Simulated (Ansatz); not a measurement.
Process, species as SMILES: ClCCl → C atom + 2 Cl atom + 2 H atom
B3LYP-D3(BJ)/def2-TZVP geometries, fixed; electronic energies without zero-point terms.

Basis-set convergence of the atomisation energy at B2PLYP with Ansatz (a program for electronic structure). Cartesian d functions, on some or all atoms, in 6-31G*, 6-31+G*, 6-311G**, 6-311+G**; all else is spherical. Cores are frozen. Open shells are unrestricted. No added dispersion term, no relativity. Functions are those of the species that has most. Reference: the value in aug-pcseg-3, 367.40 kcal/mol, itself unsure by roughly 0.32 kcal/mol (its mean distance from aug-cc-pV(Q+d)Z, cc-pV(5+d)Z, def2-QZVPPD). Deviations are taken from unrounded values.

```csv
basis,functions,atomisation energy (kcal/mol)
6-31G*,57,354.10
6-31+G*,69,351.87
def2-SVP,60,357.31
def2-SVPD,90,360.20
pcseg-1,60,350.98
aug-pcseg-1,95,355.12
cc-pV(D+d)Z,70,353.52
aug-cc-pV(D+d)Z,105,356.56
6-311G**,84,356.17
6-311+G**,96,356.40
def2-TZVP,117,362.87
def2-TZVPD,147,363.60
pcseg-2,126,364.29
aug-pcseg-2,192,365.80
cc-pV(T+d)Z,136,364.11
aug-cc-pV(T+d)Z,202,365.27
def2-TZVPP,143,364.57
def2-TZVPPD,173,365.16
cc-pV(Q+d)Z,243,366.73
aug-cc-pV(Q+d)Z,350,367.30
pcseg-3,254,367.23
aug-pcseg-3,361,367.40
def2-QZVPP,257,366.68
def2-QZVPPD,287,366.78
```

What the diffuse functions change, pair by pair:
- 6-31G* to 6-31+G*: 12 more functions, deviation -13.30 to -15.52 kcal/mol
- def2-SVP to def2-SVPD: 30 more functions, deviation -10.09 to -7.20 kcal/mol
- pcseg-1 to aug-pcseg-1: 35 more functions, deviation -16.42 to -12.28 kcal/mol
- cc-pV(D+d)Z to aug-cc-pV(D+d)Z: 35 more functions, deviation -13.88 to -10.84 kcal/mol
- 6-311G** to 6-311+G**: 12 more functions, deviation -11.23 to -11.00 kcal/mol
- def2-TZVP to def2-TZVPD: 30 more functions, deviation -4.53 to -3.80 kcal/mol
- pcseg-2 to aug-pcseg-2: 66 more functions, deviation -3.11 to -1.59 kcal/mol
- cc-pV(T+d)Z to aug-cc-pV(T+d)Z: 66 more functions, deviation -3.29 to -2.13 kcal/mol
- def2-TZVPP to def2-TZVPPD: 30 more functions, deviation -2.83 to -2.24 kcal/mol
- cc-pV(Q+d)Z to aug-cc-pV(Q+d)Z: 107 more functions, deviation -0.66 to -0.10 kcal/mol
- pcseg-3 to aug-pcseg-3: 107 more functions, deviation -0.17 to 0.00 kcal/mol
- def2-QZVPP to def2-QZVPPD: 30 more functions, deviation -0.72 to -0.62 kcal/mol

Leaving out the reference's own pair, they bring the value nearer the reference by more than 0.32 kcal/mol in 8 of 11 pairs.
